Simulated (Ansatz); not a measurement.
# C3H7NS: ladder of methods at one geometry, by script

How do the methods compare on C3H7NS, in result and in cost? Aim: a ladder of methods at one geometry, for C3H7NS, run from a script. SMILES: CC(N)=CS.

Program: the Python package of Ansatz 0.2.0. The levels of theory stand in the script. These are calculated values, not measurements.

**1. Starting point**

Bond lengths: C1–C2 1.487 Å, C2–N3 1.353 Å, C2–C4 1.350 Å, C4–S5 1.680 Å, C1–H6 1.152 Å, C1–H7 1.051 Å, C1–H8 1.098 Å, N3–H9 1.023 Å, N3–H10 1.041 Å, C4–H11 1.149 Å, S5–H12 1.375 Å. Angles (14 of 16 angles, heavy atoms first): C1–C2–N3 114.0°, C1–C2–C4 123.6°, N3–C2–C4 122.4°, C2–C4–S5 129.9°, C2–C1–H6 108.6°, C2–C1–H7 113.6°, C2–C1–H8 110.3°, C2–N3–H9 118.6°, C2–N3–H10 117.3°, C2–C4–H11 113.4°, S5–C4–H11 116.7°, C4–S5–H12 97.3°, H6–C1–H7 109.4°, H6–C1–H8 103.0°.

No structure file is read: the coordinates are typed or built in the script.

**2. Script**

c3h7ns_methods.py

```python
"""C3H7NS at several levels of theory."""

from pathlib import Path

import ansatz as az
import numpy as np


def main() -> None:
    c3h7ns = (
        az.Crystal.molecule()
        .atom("C", (-1.1975, -0.5677, 0.8553))
        .atom("C", (-0.0119, -0.1361, 0.0679))
        .atom("N", (1.0435, 0.2402, 0.826))
        .atom("C", (0.0462, -0.1806, -1.2799))
        .atom("S", (1.2977, 0.2398, -2.3195))
        .atom("H", (-1.6016, 0.3406, 1.438))
        .atom("H", (-0.9952, -1.3512, 1.5253))
        .atom("H", (-2.0285, -0.8212, 0.1844))
        .atom("H", (1.8369, 0.6954, 0.3685))
        .atom("H", (0.8383, 0.722, 1.7257))
        .atom("H", (-0.9312, -0.5373, -1.7675))
        .atom("H", (1.7803, 1.3008, -1.5902))
    )

    calc = c3h7ns.calculation().basis(gaussian="cc-pVDZ")

    print("functional    E (Ha)        dipole (D)   HOMO (eV)  LUMO (eV)")
    for name in ["r2scan", "lc_wpbe", "lda", "hse06"]:
        report = calc.functional(name).forces().orbitals().run(threads=1, pin="off", runs_dir="runs").report
        lines = Path(report["orbitals_path"]).read_text().splitlines()
        field_of = lambda key: [line.split("=")[1].strip() for line in lines if line.startswith(key)]
        orbitals = [(27.211386 * float(e), s, float(n)) for e, s, n in zip(field_of("Ene="), field_of("Spin="), field_of("Occup="))]
        homo = max(e for e, _, n in orbitals if n > 0.5)
        lumo = min(e for e, _, n in orbitals if n < 0.5)
        dipole = 4.803205 * np.linalg.norm(report["charge_distribution"]["dipole_moment_e_ang"])
        print(f"{name:10s} {report['free_energy_ev'] / 27.211386246:14.6f} {dipole:9.3f} {homo:11.3f} {lumo:10.3f}")


if __name__ == "__main__":
    main()
```

**3. The input behind the calls**

The package turns the script's settings into the engine's input (first run):

```yaml
crystal:
  periodic: [false, false, false]
  atoms:
    - { symbol: C, position_ang: [-1.1975, -0.5677, 0.8553] }
    - { symbol: C, position_ang: [-0.0119, -0.1361, 0.0679] }
    - { symbol: "N", position_ang: [1.0435, 0.2402, 0.826] }
    - { symbol: C, position_ang: [0.0462, -0.1806, -1.2799] }
    - { symbol: S, position_ang: [1.2977, 0.2398, -2.3195] }
    - { symbol: H, position_ang: [-1.6016, 0.3406, 1.438] }
    - { symbol: H, position_ang: [-0.9952, -1.3512, 1.5253] }
    - { symbol: H, position_ang: [-2.0285, -0.8212, 0.1844] }
    - { symbol: H, position_ang: [1.8369, 0.6954, 0.3685] }
    - { symbol: H, position_ang: [0.8383, 0.722, 1.7257] }
    - { symbol: H, position_ang: [-0.9312, -0.5373, -1.7675] }
    - { symbol: H, position_ang: [1.7803, 1.3008, -1.5902] }
basis:
  gaussian:
    orbitals: cc-pVDZ
hamiltonian:
  xc: r2scan
output:
  orbitals: {}
  forces: true
```

**4. Running it**

Command:

```bash
$ python c3h7ns_methods.py
```

Log:

```text
functional    E (Ha)        dipole (D)   HOMO (eV)  LUMO (eV)
r2scan        -571.324833     2.941      -4.277     -0.072
lc_wpbe       -571.224680     3.034      -7.717      2.913
lda           -568.514368     2.888      -4.164     -0.486
hse06         -571.092748     2.905      -4.772      0.221
```

Run time: 12 s. Hardware: 1 thread of Intel Xeon 6975P-C (Granite Rapids), shared host; peak memory 0.32 GiB.

**5. Inputs of later runs**

The engine's inputs for the other runs:

Run 2, against run 1:

```diff
@@ -20 +20 @@
-  xc: r2scan
+  xc: lc_wpbe
```

Run 3, against run 1:

```diff
@@ -20 +20 @@
-  xc: r2scan
+  xc: lda
```

Run 4, against run 1:

```diff
@@ -20 +20 @@
-  xc: r2scan
+  xc: hse06
```

Lines on the test bed's own set-up are left out of the output.

**6. The runs side by side**

One row for each of the 4 runs:

```csv
run,functional,energy (eV),SCF cycles,CPU time (s)
1,r2scan,-15546.5407,20,3.8
2,lc_wpbe,-15543.8154,19,2.8
3,lda,-15470.0641,20,1.5
4,hse06,-15540.2253,19,3.9
```

Totals under unlike functionals or potentials can't be compared directly.

The fields below are those of run 1.

**7. Pictures from the orbitals**

Orbitals, density, ELF and potential are computed afterwards from the orbital file.

Frontier orbitals at r2SCAN/cc-pVDZ, with the share of their density that lies nearest to each atom:

```csv
orbital,energy (eV),lies on
HOMO-1,-6.60,S5 47 %; N3 18 %; C4 16 %
HOMO,-4.28,S5 28 %; C4 25 %; N3 16 %
LUMO,-0.07,H12 28 %; S5 26 %; C2 15 %
```

ELF in a plane through or near 9 of the atoms.

Values, 10 rows by 14 columns:
```
0.00 0.00 0.00 0.00 0.00 0.00 0.00 0.00 0.00 0.00 0.00 0.00 0.00 0.00
0.00 0.00 0.00 0.00 0.00 0.00 0.00 0.01 0.00 0.00 0.00 0.00 0.00 0.00
0.00 0.00 0.00 0.00 0.02 0.12 0.08 0.81 0.70 0.01 0.00 0.00 0.00 0.00
0.00 0.00 0.01 0.01 0.29 0.98 0.69 0.94 0.54 0.01 0.01 0.00 0.00 0.00
0.00 0.00 0.30 0.87 0.39 0.30 0.68 0.79 0.25 0.51 0.33 0.03 0.00 0.00
0.00 0.01 0.29 0.77 0.57 0.47 0.83 0.25 0.72 0.32 0.41 0.03 0.00 0.00
0.00 0.08 0.73 0.37 0.17 0.66 0.42 0.32 0.56 1.00 0.90 0.04 0.00 0.00
0.00 0.05 0.71 0.91 0.69 0.27 0.99 0.98 0.03 0.91 0.86 0.02 0.00 0.00
0.00 0.00 0.04 0.16 0.04 0.02 0.75 0.76 0.01 0.00 0.00 0.00 0.00 0.00
0.00 0.00 0.00 0.00 0.00 0.00 0.00 0.00 0.00 0.00 0.00 0.00 0.00 0.00
```
The map spans 10.5 Å across and 9.3 Å up, centred on the molecule. Atoms in the plane (x, y in Å): C1 (1.6, -0.2), C2 (0.1, 0.0), N3 (-0.3, 1.3), C4 (-0.8, -1.0), S5 (-2.5, -1.0), H8 (1.8, -1.3), H9 (-1.3, 1.5), H10 (0.3, 2.0), H11 (-0.3, -2.0).

On the surface of density 0.002 e/bohr³ the electrostatic potential runs, from the 1st to the 99th percentile, from -1.10 V near S5 to 1.80 V near H10.

**8. Summary of results**

```
                                        quantity    value
                                   runs compared        4
HOMO-LUMO gap of the mean field (r2SCAN/cc-pVDZ)  4.21 eV
```

What this shows: All 4 runs converged, in 19 to 20 cycles. Notes:
- The geometry is a force-field or estimated start, not a minimum of this method, and the basis set is short of its limit. A lower total doesn't mark the better method: functionals have no common bound, and MP2 and coupled cluster aren't variational.
- Levels such as HOMO and LUMO are orbital energies: with these approximate functionals they aren't the ionisation energy and electron affinity, and their gap isn't the fundamental gap.
- For Al to Cl the sets with a tight d function, cc-pV(X+d)Z, are usual.
- hse06 follows the composition of plane-wave codes, whose totals differ by tens of mHa, up to about 0.1 Ha, from the form usual in Gaussian-basis programs (wpbeh).
